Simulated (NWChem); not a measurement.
# quartet CN: levels of theory compared

Aim: a comparison of 4 runs (U-revPBE/cc-pVTZ, UBLYP/cc-pVTZ, UCAM-B3LYP/cc-pVTZ, UPBE0/cc-pVTZ) of quartet CN. 

The results are computed with NWChem 7.3.0.

## (1) Starting point

CN: 2 atoms, total charge 0, spin state quartet. SMILES of the parent species: `[C]#N`. The shape is that of a PBE0-D4/def2-TZVP optimisation. That shape belongs to the parent species and isn't relaxed for this state.

Bond lengths: C1–N2 1.160 Å.

## (2) A single-point energy at U-revPBE/cc-pVTZ (run 1)

File job.xyz:

```xyz
2
CN energy
C      0.495600    -0.160400     0.255200
N     -0.495600     0.160400    -0.255200
```

File run.py:

```python
from ase.io import read
from ase.calculators.nwchem import NWChem

molecule = read('job.xyz')

calc = NWChem(
    label='job',
    theory='dft',
    memory='2200 mb',
    basis='cc-pVTZ',
    basispar='spherical bse',
    dft={'xc': 'revpbe cpbe96', 'mult': '4', 'grid': 'xfine', 'convergence': 'energy 1e-08', 'iterations': '100', 'mulliken': None},
    task='energy',
)
molecule.calc = calc

print("Total energy (eV):", round(molecule.get_potential_energy(), 6))
```

Started as:

```console
$ export ASE_NWCHEM_COMMAND="nwchem PREFIX.nwi > PREFIX.nwo"
$ python run.py
```

Output:

```text
Total energy (eV): -2516.73734
```

The calculator wrote job.nwi:

```
title "job"

permanent_dir job

scratch_dir job

start job

geometry units angstrom nocenter noautosym noautoz
  C  4.9559999999999998e-01 -1.6039999999999999e-01 2.5519999999999998e-01
  N  -4.9559999999999998e-01 1.6039999999999999e-01 -2.5519999999999998e-01
end

memory 2200 mb

basis spherical bse noprint
   * library cc-pVTZ
end

dft
  xc revpbe cpbe96
  mult 4
  grid xfine
  convergence energy 1e-08
  iterations 100
  mulliken
end

task dft energy
```

job.nwo:

```text
Northwest Computational Chemistry Package (NWChem) 7.3.0
             --------------------------------------------------------

           Job information
           ---------------

    nwchem branch   = 7.3.0
    use scalapack   = T
    input           = job.nwi
    prefix          = job.
    data base       = job/job.db
    status          = startup
    nproc           =        1

           Memory information
           ------------------

[... 5 lines left out ...]
    hardfail = no
[... 34 lines left out ...]
            Nuclear Dipole moment (a.u.)
[... 57 lines left out ...]
          Convergence on density requested:  1.00D-05
[... 23 lines left out ...]
          Convergence aids based upon iterative change in
[... 29 lines left out ...]
 2-e energy   =      50.186164
[... 55 lines left out ...]
           Coulomb energy =       62.676321333632
[... 434 lines left out ...]
                     DFT Final Beta Molecular Orbital Analysis
[... 501 lines left out ...]
     Multipole analysis of the density
     ---------------------------------

     L   x y z        total         alpha         beta         nuclear
     -   - - -        -----         -----         ----         -------
     0   0 0 0     -0.000000     -8.000000     -5.000000     13.000000

     1   1 0 0      0.290080     -0.075104      1.301733     -0.936548
[... 8 lines of this table left out ...]
     2   0 0 2     -8.332219     -8.269087     -3.086580      3.023447

 Task  times  cpu:        9.7s     wall:        9.7s
 Total times  cpu:        9.7s     wall:        9.7s
```

Run time: 11 s. Hardware: 1 thread of Intel Xeon Platinum 8488C (Sapphire Rapids), shared host; peak memory 0.11 GiB.

## (3) The energy at UBLYP/cc-pVTZ (run 2)

File geom.nw:

```
start geom
title "CN"
memory 2200 mb
charge 0

geometry units angstrom noautosym nocenter noautoz
C      0.495600    -0.160400     0.255200
N     -0.495600     0.160400    -0.255200
end

basis "ao basis" spherical bse
* library cc-pVTZ
end

dft
xc becke88 lyp
mult 4
grid xfine
convergence energy 1e-08
iterations 100
mulliken
end

task dft energy
```

Started as:

```console
$ nwchem geom.nw > geom.out
```

Output:

```text
[...]
          Wavefunction type:  spin polarized.
          No. of atoms     :     2
          No. of electrons :    13
[...]
          Charge           :     0
          Spin multiplicity:     4
[...]
          AO basis - number of functions:    60
[...]
              XC Information
              --------------
                    Becke 1988 Exchange Functional  1.000
              Lee-Yang-Parr Correlation Functional  1.000
[...]
 d= 0,ls=0.0,diis     1    -92.4272903307 -1.12D+02  1.17D-02  1.73D-01     0.9
[...]
 d= 0,ls=0.0,diis    12    -92.4902544292 -1.67D-10  7.22D-08  8.96D-11     9.2
[...]
         Total DFT energy =      -92.490254429205
      One electron energy =     -162.106608407742
           Coulomb energy =       62.692484975499
    Exchange-Corr. energy =      -12.233873956916
 Nuclear repulsion energy =       19.157742959954
[...]
      Total Density - Mulliken Population Analysis
     ---------------------------------------------
    Atom       Charge   Shell Charges
 -----------   ------   -------------------------------------------------------
    1 C    6     6.08   1.96  0.22  0.80  0.41  0.82  1.22  0.56  0.03  0.06  0.01
    2 N    7     6.92   1.95  0.26  0.96  0.41  1.00  1.52  0.78  0.01  0.04  0.00
[...]
      <S2> =      3.7543 (Exact =     3.7500)
[...]
```

Wall time 9.9 s (1 thread of Intel Xeon Platinum 8488C (Sapphire Rapids), shared host); peak memory 0.11 GiB.

## (4) The energy at UCAM-B3LYP/cc-pVTZ (run 3)

File cn.nw:

```
start cn
title "CN energy"
memory 2200 mb

geometry noautosym nocenter noautoz
 C        0.495600      -0.160400       0.255200
 N       -0.495600       0.160400      -0.255200
end

basis spherical bse
 * library cc-pVTZ
end

dft
 xc xcamb88 1.00 lyp 0.81 vwn_5 0.19 hfexch 1.00
 cam 0.33 cam_alpha 0.19 cam_beta 0.46
 mult 4
 grid xfine
 convergence energy 1e-08
 direct
 maxiter 100
 mulliken
 noprint "final vectors analysis"
end

task dft energy
```

Started as:

```console
$ nwchem cn.nw > cn.out
```

Output:

```text
[...]
          Wavefunction type:  spin polarized.
          No. of atoms     :     2
          No. of electrons :    13
[...]
          Charge           :     0
          Spin multiplicity:     4
[...]
          AO basis - number of functions:    60
[...]
              XC Information
              --------------
                     Hartree-Fock (Exact) Exchange  1.000
                   CAM-Becke88 Exchange Functional  1.000
                      VWN V Correlation Functional  0.190 local
              Lee-Yang-Parr Correlation Functional  0.810
[...]
 d= 0,ls=0.0,diis     1    -92.4014123338 -1.12D+02  8.97D-03  1.50D-01     1.5
[...]
 d= 0,ls=0.0,diis    13    -92.4634425800 -2.30D-09  1.64D-06  2.25D-10    17.7
[...]
         Total DFT energy =      -92.463442579990
      One electron energy =     -162.109932244293
           Coulomb energy =       62.701773922874
    Exchange-Corr. energy =      -12.213027218525
 Nuclear repulsion energy =       19.157742959954
[...]
      Total Density - Mulliken Population Analysis
     ---------------------------------------------
    Atom       Charge   Shell Charges
 -----------   ------   -------------------------------------------------------
    1 C    6     6.05   1.95  0.21  0.79  0.39  0.82  1.24  0.54  0.03  0.06  0.01
    2 N    7     6.95   1.95  0.25  0.96  0.43  0.98  1.53  0.78  0.01  0.04  0.00
[...]
      <S2> =      3.7566 (Exact =     3.7500)
[...]
```

Wall time 18 s (1 thread of Intel Xeon Platinum 8488C (Sapphire Rapids), shared host); peak memory 0.11 GiB.

## (5) A single-point energy at UPBE0/cc-pVTZ (run 4)

File run.py:

```python
from ase import Atoms
from ase.calculators.nwchem import NWChem

molecule = Atoms('CN', positions=[
    [0.495600, -0.160400, 0.255200],
    [-0.495600, 0.160400, -0.255200],
])

calc = NWChem(
    label='cn',
    theory='dft',
    memory='2200 mb',
    basis='cc-pVTZ',
    basispar='spherical bse',
    dft={'xc': 'pbe0', 'mult': '4', 'grid': 'xfine', 'convergence': 'energy 1e-08', 'iterations': '100', 'mulliken': None},
    task='energy',
)
molecule.calc = calc

print("Total energy (eV):", round(molecule.get_potential_energy(), 6))
```

Started as:

```console
$ export ASE_NWCHEM_COMMAND="nwchem PREFIX.nwi > PREFIX.nwo"
$ python run.py
```

Output:

```text
Total energy (eV): -2514.352286
```

The calculator wrote cn.nwi:

```
title "cn"

permanent_dir cn

scratch_dir cn

start cn

geometry units angstrom nocenter noautosym noautoz
  C  4.9559999999999998e-01 -1.6039999999999999e-01 2.5519999999999998e-01
  N  -4.9559999999999998e-01 1.6039999999999999e-01 -2.5519999999999998e-01
end

memory 2200 mb

basis spherical bse noprint
   * library cc-pVTZ
end

dft
  xc pbe0
  mult 4
  grid xfine
  convergence energy 1e-08
  iterations 100
  mulliken
end

task dft energy
```

cn.nwo:

```text
Northwest Computational Chemistry Package (NWChem) 7.3.0
             --------------------------------------------------------

           Job information
           ---------------

    nwchem branch   = 7.3.0
    use scalapack   = T
    input           = cn.nwi
    prefix          = cn.
    data base       = cn/cn.db
    status          = startup
    nproc           =        1

           Memory information
           ------------------

[... 5 lines left out ...]
    hardfail = no
[... 34 lines left out ...]
            Nuclear Dipole moment (a.u.)
[... 55 lines left out ...]
          Convergence on density requested:  1.00D-05
[... 25 lines left out ...]
          Convergence aids based upon iterative change in
[... 29 lines left out ...]
 2-e energy   =      50.186164
[... 55 lines left out ...]
           Coulomb energy =       62.693027076271
[... 434 lines left out ...]
                     DFT Final Beta Molecular Orbital Analysis
[... 504 lines left out ...]
     Multipole analysis of the density
     ---------------------------------

     L   x y z        total         alpha         beta         nuclear
     -   - - -        -----         -----         ----         -------
     0   0 0 0     -0.000000     -8.000000     -5.000000     13.000000

     1   1 0 0      0.397090     -0.116841      1.450479     -0.936548
[... 8 lines of this table left out ...]
     2   0 0 2     -8.274266     -8.223495     -3.074218      3.023447

 Task  times  cpu:        9.7s     wall:        9.7s
 Total times  cpu:        9.7s     wall:        9.7s
```

Wall time 11 s (1 thread of Intel Xeon Platinum 8488C (Sapphire Rapids), shared host); peak memory 0.11 GiB.

## (6) Overview of the runs

| run | level | energy (Eh) | dipole moment (D) | HOMO energy (eV) | ⟨S²⟩ | wall time |
| --- | --- | --- | --- | --- | --- | --- |
| 1 | U-revPBE/cc-pVTZ | -92.488392 | 0.86 | -2.83 | 3.756 | 11 s |
| 2 | UBLYP/cc-pVTZ | -92.490254 | 0.74 | -2.68 | 3.754 | 9.9 s |
| 3 | UCAM-B3LYP/cc-pVTZ | -92.463443 | 1.17 | – | 3.757 | 18 s |
| 4 | UPBE0/cc-pVTZ | -92.400743 | 1.18 | -4.44 | 3.760 | 11 s |

## (7) What came out

```
                                 quantity         value
                      run 4: total energy  -92.40074 Eh
                     run 4: dipole moment        1.18 D
run 4: HOMO energy (highest over α and β)      -4.44 eV
                              run 4: ⟨S²⟩         3.760
```

In words: The dipole moment (its size) runs from 0.74 D (UBLYP/cc-pVTZ) to 1.18 D (UPBE0/cc-pVTZ). Totals of different functionals can't be ranked against each other. All runs together took 50 s, the longest 18 s.
